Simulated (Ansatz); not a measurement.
Si$_{2}$H$_{7}$Cl, closed shell: a pair in one relaxed arrangement.

The input file, in.yaml:

```yaml
crystal:
  periodic: [false, false, false]
  atoms:
    - {symbol: Cl, position_ang: [-0.423227, 0.310337, -3.159202]}
    - {symbol: H, position_ang: [-0.766871, -0.494994, -2.221053]}
    - {symbol: Si, position_ang: [-0.464999, -0.949155, 0.808309]}
    - {symbol: Si, position_ang: [0.775216, 1.016321, 0.531929]}
    - {symbol: H, position_ang: [-1.609316, -0.729089, 1.731356]}
    - {symbol: H, position_ang: [-1.028173, -1.419178, -0.493052]}
    - {symbol: H, position_ang: [0.387186, -2.044059, 1.342073]}
    - {symbol: H, position_ang: [1.306362, 1.430803, 1.858343]}
    - {symbol: H, position_ang: [-0.088648, 2.098742, -0.004798]}
    - {symbol: H, position_ang: [1.912369, 0.780274, -0.394005]}
basis:
  gaussian: {orbitals: def2-SVP}
hamiltonian: {xc: pbe0, dispersion: d4}
```

Launched with

```bash
ansatz run in.yaml --threads 4 --pin off --events-out ev --progress --plain --max-ram 9574MiB
```

Output of Ansatz 0.2.0:

```
Functional definition: PBE0
  name "PBE0"
  cite "Adamo & Barone, J. Chem. Phys. 110, 6158 (1999) doi:10.1063/1.478522"
  cite "Perdew, Burke & Ernzerhof, Phys. Rev. Lett. 77, 3865 (1996) doi:10.1103/PhysRevLett.77.3865"
  parent pbe
  parameter a = 0.25
  parameter kappa = 0.804
  parameter beta = 0.06672455060314922
  exchange = (1 - a)*pbe_x(kappa = kappa, mu = beta*pi^2/3) + a*exact_x
  correlation = pbe_c(beta = beta)
858 factors; integrals over basis functions are off by at most 1.1e-3 eV
mean field evaluation 1: about -28371.2173 eV, gradient 1.1e1 eV
mean field evaluation 2: about -28371.4988 eV, gradient 6.1e0 eV
mean field evaluation 4: about -28371.5906 eV, gradient 1.1e0 eV
mean field evaluation 8: about -28371.6489 eV, gradient 9.0e-3 eV
mean field -28371.64892824 eV, -1042.6388671186 hartree, gradient 5.9e-5 eV, S^2 0.000000; 0 other end points of the search recorded, 0 dependent functions left out
reference -28371.64895588 eV, -1042.6388681344 hartree; 26, 26 occupied and 63, 63 virtual orbitals, 858 factors
Total energy: -28371.81255564 eV, -1042.6448803145 hartree
```

The lines “mean field evaluation” count trial sets of orbitals through the whole run, from several starts and some on an approximate energy, so they need not fall steadily or lie above the final value.

The run took about 0.7 s on 4 CPU threads of an Arm Neoverse V2 (shared host).
